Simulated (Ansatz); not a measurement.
# SiCF (quartet): wB97M-V, B2PLYP over vertical spin and charge gaps, def2-QZVPP

How well do these functionals follow the top wave-function level for SiCF (quartet) over vertical spin and charge gaps?

Program: Ansatz 0.2.0, Gaussian basis. Level of theory: def2-QZVPP, all electrons in the functionals, frozen cores in the correlation of double hybrids and RPA. These are calculated values, not measurements.

To be run: wB97M-V, B2PLYP, at charge 0, quartet; charge 0, doublet; charge 0, sextet; charge 1, triplet; charge 1, quintet.

## Step 1: The geometry

The geometry is a PBE0/def2-TZVP stationary point (not a proven minimum).

3 atoms, charge 0, spin multiplicity 4.

Atoms are counted from 1 here; the program's logs count them from 0.

Bond lengths: F1–C2 1.299 Å, C2–Si3 1.895 Å. Angles: F1–C2–Si3 122.9°.

Coordinates:

```
atom    x (Å)     y (Å)     z (Å)
  F1  0.00000  -0.22998   1.54827
  C2  0.00000   0.55804   0.51584
 Si3  0.00000  -0.08307  -1.26792
```

No dispersion term is added; wB97M-V holds VV10 nonlocal correlation.

The geometry shown and the zero of energy belong to the point charge 0, quartet. The yardstick, UCCSD(T), and other wave-function levels (R restricted, U unrestricted, valence and pair active spaces) come from earlier runs.

## Step 2: wB97M-V, charge 0, quartet

in.yaml reads:

```yaml
crystal:
  periodic: [false, false, false]
  atoms:
    - {symbol: F, position_ang: [0.000000, -0.229980, 1.548266]}
    - {symbol: C, position_ang: [0.000000, 0.558036, 0.515839]}
    - {symbol: Si, position_ang: [0.000000, -0.083073, -1.267920]}
basis:
  gaussian: {orbitals: "def2-QZVPP.json"}
magnetization: {spin_polarized: true, initial_magnetization: 3}
hamiltonian: {xc: {name: wB97M-V}}
output: {orbitals: {seedname: orbitals}}
```

On the command line:

```
$ ansatz run in.yaml --threads 1 --pin off --events-out ev --progress --plain --max-ram 2393MiB
```

Standard output, cut to the lines that bear on the results:

```text
Functional definition: wB97M-V
  name "wB97M-V"
  cite "Mardirossian & Head-Gordon, J. Chem. Phys. 144, 214110 (2016) doi:10.1063/1.4952647"
  cite "Becke, J. Chem. Phys. 107, 8554 (1997) doi:10.1063/1.475007"
  cite "Vydrov & Van Voorhis, J. Chem. Phys. 133, 244103 (2010) doi:10.1063/1.3521275"
  # Of w^i u^j: cxij and so on, Table III.
[...]
  gx(w, u) = 1 - cx + cx01*u + cx10*w
  gss(w, u) = css00 + css04*u^4 + css10*w + css20*w^2 + css43*w^4*u^3
  gos(w, u) = cos00 + cos10*w + (cos20 + cos21*u)*w^2 + (cos60 + cos61*u)*w^6
[...]
      + integral(e_c_pw_mod_opposite_spin*gos(b97_w_opposite, b97_u_opposite)) + vv10(b, c)
707 factors; their error is unknown
132 factors; integrals over basis functions are off by at most 8.4e-5 eV
[...]
mean field -11626.36548922 eV, -427.2610510952 hartree, gradient 5.5e-5 eV, S^2 3.753846; 1 other end points of the search recorded, 0 dependent functions left out
reference -11626.36552677 eV, -427.2610524752 hartree; 16, 13 occupied and 168, 171 virtual orbitals, 707 factors
Total energy: -11626.36552677 eV, -427.2610524752 hartree
```

Wall time 24 s (1 thread of Arm Neoverse V2, shared host); peak memory 0.45 GiB.

From the report: ⟨S²⟩ of the determinant 3.754 (pure quartet: 3.75).

## Step 3: wB97M-V, charge 0, doublet

Edit in.yaml of step 2 so:

```diff
@@ -8,3 +8,3 @@
   gaussian: {orbitals: "def2-QZVPP.json"}
-magnetization: {spin_polarized: true, initial_magnetization: 3}
+magnetization: {spin_polarized: true, initial_magnetization: 1}
 hamiltonian: {xc: {name: wB97M-V}}
```

Same command.

Standard output, cut to the lines that bear on the results:

```text
Functional definition: wB97M-V
  name "wB97M-V"
  cite "Mardirossian & Head-Gordon, J. Chem. Phys. 144, 214110 (2016) doi:10.1063/1.4952647"
  cite "Becke, J. Chem. Phys. 107, 8554 (1997) doi:10.1063/1.475007"
  cite "Vydrov & Van Voorhis, J. Chem. Phys. 133, 244103 (2010) doi:10.1063/1.3521275"
  # Of w^i u^j: cxij and so on, Table III.
[...]
  gx(w, u) = 1 - cx + cx01*u + cx10*w
  gss(w, u) = css00 + css04*u^4 + css10*w + css20*w^2 + css43*w^4*u^3
  gos(w, u) = cos00 + cos10*w + (cos20 + cos21*u)*w^2 + (cos60 + cos61*u)*w^6
[...]
      + integral(e_c_pw_mod_opposite_spin*gos(b97_w_opposite, b97_u_opposite)) + vv10(b, c)
707 factors; their error is unknown
132 factors; integrals over basis functions are off by at most 8.4e-5 eV
[...]
mean field -11626.94198111 eV, -427.2822367813 hartree, gradient 9.0e-6 eV, S^2 0.826727; 5 other end points of the search recorded, 0 dependent functions left out
reference -11626.94201896 eV, -427.2822381725 hartree; 15, 14 occupied and 169, 170 virtual orbitals, 707 factors
Total energy: -11626.94201896 eV, -427.2822381725 hartree
```

Wall time 62 s (1 thread of Arm Neoverse V2, shared host); peak memory 0.57 GiB.

From the report: ⟨S²⟩ of the determinant 0.827 (pure doublet: 0.75).

From charge 0, quartet: -0.576 eV.

## Step 4: wB97M-V, charge 0, sextet

Edit in.yaml of step 3 so:

```diff
@@ -8,3 +8,3 @@
   gaussian: {orbitals: "def2-QZVPP.json"}
-magnetization: {spin_polarized: true, initial_magnetization: 1}
+magnetization: {spin_polarized: true, initial_magnetization: 5}
 hamiltonian: {xc: {name: wB97M-V}}
```

Launched as before.

Standard output, cut to the lines that bear on the results:

```text
Functional definition: wB97M-V
  name "wB97M-V"
  cite "Mardirossian & Head-Gordon, J. Chem. Phys. 144, 214110 (2016) doi:10.1063/1.4952647"
  cite "Becke, J. Chem. Phys. 107, 8554 (1997) doi:10.1063/1.475007"
  cite "Vydrov & Van Voorhis, J. Chem. Phys. 133, 244103 (2010) doi:10.1063/1.3521275"
  # Of w^i u^j: cxij and so on, Table III.
[...]
  gx(w, u) = 1 - cx + cx01*u + cx10*w
  gss(w, u) = css00 + css04*u^4 + css10*w + css20*w^2 + css43*w^4*u^3
  gos(w, u) = cos00 + cos10*w + (cos20 + cos21*u)*w^2 + (cos60 + cos61*u)*w^6
[...]
      + integral(e_c_pw_mod_opposite_spin*gos(b97_w_opposite, b97_u_opposite)) + vv10(b, c)
707 factors; their error is unknown
132 factors; integrals over basis functions are off by at most 8.4e-5 eV
[...]
mean field -11622.35239892 eV, -427.1135727467 hartree, gradient 6.4e-5 eV, S^2 8.754398; 0 other end points of the search recorded, 0 dependent functions left out
reference -11622.35243495 eV, -427.1135740709 hartree; 17, 12 occupied and 167, 172 virtual orbitals, 707 factors
Total energy: -11622.35243495 eV, -427.1135740709 hartree
```

It took 17 s on 1 thread of Arm Neoverse V2, shared host; peak memory 0.44 GiB.

From the report: ⟨S²⟩ of the determinant 8.754 (pure sextet: 8.75).

From charge 0, quartet: +4.013 eV.

## Step 5: wB97M-V, charge 1, triplet

Edit in.yaml of step 4 so:

```diff
@@ -8,3 +8,4 @@
   gaussian: {orbitals: "def2-QZVPP.json"}
-magnetization: {spin_polarized: true, initial_magnetization: 5}
+total_charge: 1
+magnetization: {spin_polarized: true, initial_magnetization: 2}
 hamiltonian: {xc: {name: wB97M-V}}
```

The command is unchanged.

Standard output, cut to the lines that bear on the results:

```text
Functional definition: wB97M-V
  name "wB97M-V"
  cite "Mardirossian & Head-Gordon, J. Chem. Phys. 144, 214110 (2016) doi:10.1063/1.4952647"
  cite "Becke, J. Chem. Phys. 107, 8554 (1997) doi:10.1063/1.475007"
  cite "Vydrov & Van Voorhis, J. Chem. Phys. 133, 244103 (2010) doi:10.1063/1.3521275"
  # Of w^i u^j: cxij and so on, Table III.
[...]
  gx(w, u) = 1 - cx + cx01*u + cx10*w
  gss(w, u) = css00 + css04*u^4 + css10*w + css20*w^2 + css43*w^4*u^3
  gos(w, u) = cos00 + cos10*w + (cos20 + cos21*u)*w^2 + (cos60 + cos61*u)*w^6
[...]
      + integral(e_c_pw_mod_opposite_spin*gos(b97_w_opposite, b97_u_opposite)) + vv10(b, c)
707 factors; their error is unknown
132 factors; integrals over basis functions are off by at most 8.4e-5 eV
[...]
mean field -11618.92388310 eV, -426.9875771144 hartree, gradient 4.5e-5 eV, S^2 2.013585; 0 other end points of the search recorded, 0 dependent functions left out
reference -11618.92392401 eV, -426.9875786180 hartree; 15, 13 occupied and 169, 171 virtual orbitals, 707 factors
Total energy: -11618.92392401 eV, -426.9875786180 hartree
```

It took 18 s on 1 thread of Arm Neoverse V2, shared host; peak memory 0.44 GiB.

From the report: ⟨S²⟩ of the determinant 2.014 (pure triplet: 2.00).

From charge 0, quartet: +7.442 eV.

## Step 6: wB97M-V, charge 1, quintet

Edit in.yaml of step 5 so:

```diff
@@ -9,3 +9,3 @@
 total_charge: 1
-magnetization: {spin_polarized: true, initial_magnetization: 2}
+magnetization: {spin_polarized: true, initial_magnetization: 4}
 hamiltonian: {xc: {name: wB97M-V}}
```

Same command.

Standard output, cut to the lines that bear on the results:

```text
Functional definition: wB97M-V
  name "wB97M-V"
  cite "Mardirossian & Head-Gordon, J. Chem. Phys. 144, 214110 (2016) doi:10.1063/1.4952647"
  cite "Becke, J. Chem. Phys. 107, 8554 (1997) doi:10.1063/1.475007"
  cite "Vydrov & Van Voorhis, J. Chem. Phys. 133, 244103 (2010) doi:10.1063/1.3521275"
  # Of w^i u^j: cxij and so on, Table III.
[...]
  gx(w, u) = 1 - cx + cx01*u + cx10*w
  gss(w, u) = css00 + css04*u^4 + css10*w + css20*w^2 + css43*w^4*u^3
  gos(w, u) = cos00 + cos10*w + (cos20 + cos21*u)*w^2 + (cos60 + cos61*u)*w^6
[...]
      + integral(e_c_pw_mod_opposite_spin*gos(b97_w_opposite, b97_u_opposite)) + vv10(b, c)
707 factors; their error is unknown
132 factors; integrals over basis functions are off by at most 8.4e-5 eV
[...]
mean field -11615.21942197 eV, -426.8514406787 hartree, gradient 1.6e-5 eV, S^2 6.003533; 1 other end points of the search recorded, 0 dependent functions left out
reference -11615.21946338 eV, -426.8514422008 hartree; 16, 12 occupied and 168, 172 virtual orbitals, 707 factors
Total energy: -11615.21946338 eV, -426.8514422008 hartree
```

Run time: 25 s. Hardware: 1 thread of Arm Neoverse V2, shared host; peak memory 0.45 GiB.

From the report: ⟨S²⟩ of the determinant 6.004 (pure quintet: 6.00).

From charge 0, quartet: +11.146 eV.

## Step 7: B2PLYP, charge 0, quartet

in.yaml reads:

```yaml
crystal:
  periodic: [false, false, false]
  atoms:
    - {symbol: F, position_ang: [0.000000, -0.229980, 1.548266]}
    - {symbol: C, position_ang: [0.000000, 0.558036, 0.515839]}
    - {symbol: Si, position_ang: [0.000000, -0.083073, -1.267920]}
basis:
  gaussian: {orbitals: "def2-QZVPP.json"}
magnetization: {spin_polarized: true, initial_magnetization: 3}
hamiltonian: {xc: {name: B2PLYP}}
correlation: {electrons: outside_noble_gas}
```

Same command.

Standard output, cut to the lines that bear on the results:

```text
Functional definition: B2PLYP
  name "B2PLYP"
  cite "Grimme, J. Chem. Phys. 124, 034108 (2006) doi:10.1063/1.2148954"
  cite "Becke, Phys. Rev. A 38, 3098 (1988) doi:10.1103/PhysRevA.38.3098"
  cite "Lee, Yang & Parr, Phys. Rev. B 37, 785 (1988) doi:10.1103/PhysRevB.37.785"
[...]
1136 factors; integrals over basis functions are off by at most 7.2e-4 eV
[...]
mean field -11618.34827468 eV, -426.9664238953 hartree, gradient 8.6e-6 eV, S^2 3.763987; 2 other end points of the search recorded, 0 dependent functions left out
7 core orbitals not correlated: weight in the atoms' cores, before any rotation towards them, 1.000 or more for the frozen orbitals, at most 0.000 for the correlated occupied ones
reference -11618.34839835 eV, -426.9664284399 hartree; 9, 6 occupied and 168, 171 virtual orbitals, 1136 factors
second order -15.50575827 eV of doubles, -0.00000000 eV of singles
Total energy: -11622.53495308 eV, -427.1202814886 hartree
```

Run time: 12 s. Hardware: 1 thread of Arm Neoverse V2, shared host; peak memory 0.4 GiB.

From the report: ⟨S²⟩ of the determinant 3.764 (pure quartet: 3.75).

## Step 8: B2PLYP, charge 0, doublet

Edit in.yaml of step 7 so:

```diff
@@ -8,3 +8,3 @@
   gaussian: {orbitals: "def2-QZVPP.json"}
-magnetization: {spin_polarized: true, initial_magnetization: 3}
+magnetization: {spin_polarized: true, initial_magnetization: 1}
 hamiltonian: {xc: {name: B2PLYP}}
```

Same command.

Standard output, cut to the lines that bear on the results:

```text
Functional definition: B2PLYP
  name "B2PLYP"
  cite "Grimme, J. Chem. Phys. 124, 034108 (2006) doi:10.1063/1.2148954"
  cite "Becke, Phys. Rev. A 38, 3098 (1988) doi:10.1103/PhysRevA.38.3098"
  cite "Lee, Yang & Parr, Phys. Rev. B 37, 785 (1988) doi:10.1103/PhysRevB.37.785"
[...]
1136 factors; integrals over basis functions are off by at most 7.2e-4 eV
[...]
mean field -11618.69461576 eV, -426.9791516952 hartree, gradient 2.9e-6 eV, S^2 1.189298; 3 other end points of the search recorded, 0 dependent functions left out
7 core orbitals not correlated: weight in the atoms' cores, before any rotation towards them, 1.000 or more for the frozen orbitals, at most 0.000 for the correlated occupied ones
reference -11618.69473961 eV, -426.9791562464 hartree; 8, 7 occupied and 169, 170 virtual orbitals, 1136 factors
second order -16.07066723 eV of doubles, -0.00000000 eV of singles
Total energy: -11623.03381976 eV, -427.1386145008 hartree
```

Run time: 43 s. Hardware: 1 thread of Arm Neoverse V2, shared host; peak memory 0.47 GiB.

From the report: ⟨S²⟩ of the determinant 1.189 (pure doublet: 0.75).

From charge 0, quartet: -0.499 eV.

## Step 9: B2PLYP, charge 0, sextet

Edit in.yaml of step 8 so:

```diff
@@ -8,3 +8,3 @@
   gaussian: {orbitals: "def2-QZVPP.json"}
-magnetization: {spin_polarized: true, initial_magnetization: 1}
+magnetization: {spin_polarized: true, initial_magnetization: 5}
 hamiltonian: {xc: {name: B2PLYP}}
```

The command is unchanged.

Standard output, cut to the lines that bear on the results:

```text
Functional definition: B2PLYP
  name "B2PLYP"
  cite "Grimme, J. Chem. Phys. 124, 034108 (2006) doi:10.1063/1.2148954"
  cite "Becke, Phys. Rev. A 38, 3098 (1988) doi:10.1103/PhysRevA.38.3098"
  cite "Lee, Yang & Parr, Phys. Rev. B 37, 785 (1988) doi:10.1103/PhysRevB.37.785"
[...]
1136 factors; integrals over basis functions are off by at most 7.2e-4 eV
[...]
mean field -11614.96689607 eV, -426.8421605233 hartree, gradient 8.7e-6 eV, S^2 8.758160; 0 other end points of the search recorded, 0 dependent functions left out
7 core orbitals not correlated: weight in the atoms' cores, before any rotation towards them, 1.000 or more for the frozen orbitals, at most 0.000 for the correlated occupied ones
reference -11614.96701993 eV, -426.8421650749 hartree; 10, 5 occupied and 167, 172 virtual orbitals, 1136 factors
second order -13.99287920 eV of doubles, -0.00000000 eV of singles
Total energy: -11618.74509731 eV, -426.9810068579 hartree
```

Run time: 10 s. Hardware: 1 thread of Arm Neoverse V2, shared host; peak memory 0.4 GiB.

From the report: ⟨S²⟩ of the determinant 8.758 (pure sextet: 8.75).

From charge 0, quartet: +3.790 eV.

## Step 10: B2PLYP, charge 1, triplet

Edit in.yaml of step 9 so:

```diff
@@ -8,3 +8,4 @@
   gaussian: {orbitals: "def2-QZVPP.json"}
-magnetization: {spin_polarized: true, initial_magnetization: 5}
+total_charge: 1
+magnetization: {spin_polarized: true, initial_magnetization: 2}
 hamiltonian: {xc: {name: B2PLYP}}
```

The command is unchanged.

Standard output, cut to the lines that bear on the results:

```text
Functional definition: B2PLYP
  name "B2PLYP"
  cite "Grimme, J. Chem. Phys. 124, 034108 (2006) doi:10.1063/1.2148954"
  cite "Becke, Phys. Rev. A 38, 3098 (1988) doi:10.1103/PhysRevA.38.3098"
  cite "Lee, Yang & Parr, Phys. Rev. B 37, 785 (1988) doi:10.1103/PhysRevB.37.785"
[...]
1136 factors; integrals over basis functions are off by at most 7.2e-4 eV
[...]
mean field -11610.85326935 eV, -426.6909875295 hartree, gradient 4.3e-6 eV, S^2 2.054039; 1 other end points of the search recorded, 0 dependent functions left out
7 core orbitals not correlated: weight in the atoms' cores, before any rotation towards them, 1.000 or more for the frozen orbitals, at most 0.000 for the correlated occupied ones
reference -11610.85339627 eV, -426.6909921939 hartree; 8, 6 occupied and 169, 171 virtual orbitals, 1136 factors
second order -15.24715197 eV of doubles, -0.00000000 eV of singles
Total energy: -11614.97012730 eV, -426.8422792689 hartree
```

Wall time 16 s (1 thread of Arm Neoverse V2, shared host); peak memory 0.5 GiB.

From the report: ⟨S²⟩ of the determinant 2.054 (pure triplet: 2.00).

From charge 0, quartet: +7.565 eV.

## Step 11: B2PLYP, charge 1, quintet

Edit in.yaml of step 10 so:

```diff
@@ -9,3 +9,3 @@
 total_charge: 1
-magnetization: {spin_polarized: true, initial_magnetization: 2}
+magnetization: {spin_polarized: true, initial_magnetization: 4}
 hamiltonian: {xc: {name: B2PLYP}}
```

Same command.

Standard output, cut to the lines that bear on the results:

```text
Functional definition: B2PLYP
  name "B2PLYP"
  cite "Grimme, J. Chem. Phys. 124, 034108 (2006) doi:10.1063/1.2148954"
  cite "Becke, Phys. Rev. A 38, 3098 (1988) doi:10.1103/PhysRevA.38.3098"
  cite "Lee, Yang & Parr, Phys. Rev. B 37, 785 (1988) doi:10.1103/PhysRevB.37.785"
[...]
1136 factors; integrals over basis functions are off by at most 7.2e-4 eV
[...]
mean field -11607.66402625 eV, -426.5737850073 hartree, gradient 7.4e-6 eV, S^2 6.006404; 4 other end points of the search recorded, 0 dependent functions left out
7 core orbitals not correlated: weight in the atoms' cores, before any rotation towards them, 1.000 or more for the frozen orbitals, at most 0.000 for the correlated occupied ones
reference -11607.66415746 eV, -426.5737898294 hartree; 9, 5 occupied and 168, 172 virtual orbitals, 1136 factors
second order -14.36510228 eV of doubles, -0.00000000 eV of singles
Total energy: -11611.54273508 eV, -426.7163249278 hartree
```

Run time: 22 s. Hardware: 1 thread of Arm Neoverse V2, shared host; peak memory 0.53 GiB.

From the report: ⟨S²⟩ of the determinant 6.006 (pure quintet: 6.00).

From charge 0, quartet: +10.992 eV.

## Step 12: Against the wave-function levels

No level is safe as a reference over these points; UCCSD(T) serves as a yardstick only. It comes from earlier runs at the same points. Energies in eV, counted from charge 0, quartet; blanks weren't run or aren't comparable.

```
   level  quartet to doublet  quartet to sextet  ionisation to the triplet cation  ionisation to the quintet cation
UCCSD(T)              -0.644              3.552                             7.655                            10.956
 wB97M-V              -0.576              4.013                             7.442                            11.146
  B2PLYP              -0.499              3.790                             7.565                            10.992
```

Largest miss and mean time a point (UCCSD(T) took 2.2 min a point; shared hosts):

```
  level  largest miss (eV)              where  time a point
wB97M-V             +0.461  quartet to sextet          29 s
 B2PLYP             +0.237  quartet to sextet          20 s
```

## Step 13: Outcome

```
                                  quantity                          value
              quartet to doublet, UCCSD(T)                      -0.644 eV
               quartet to sextet, UCCSD(T)                       3.552 eV
ionisation to the triplet cation, UCCSD(T)                       7.655 eV
ionisation to the quintet cation, UCCSD(T)                      10.956 eV
                     largest miss, wB97M-V  +0.461 eV (quartet to sextet)
                      largest miss, B2PLYP  +0.237 eV (quartet to sextet)
```

What this shows: Of the functionals, B2PLYP keep the smallest largest miss at the points compared (at most 0.237 eV) and wB97M-V strays most (0.461 eV, at quartet to sextet). B2PLYP clearly breaks the spin symmetry at some points (⟨S²⟩ up to 0.44 above the pure value), so energy there is bought with a mixed spin. Functionals and the yardstick converge differently with the basis, so part of each miss in def2-QZVPP is the basis. The yardstick itself may be off where one determinant is a poor start.
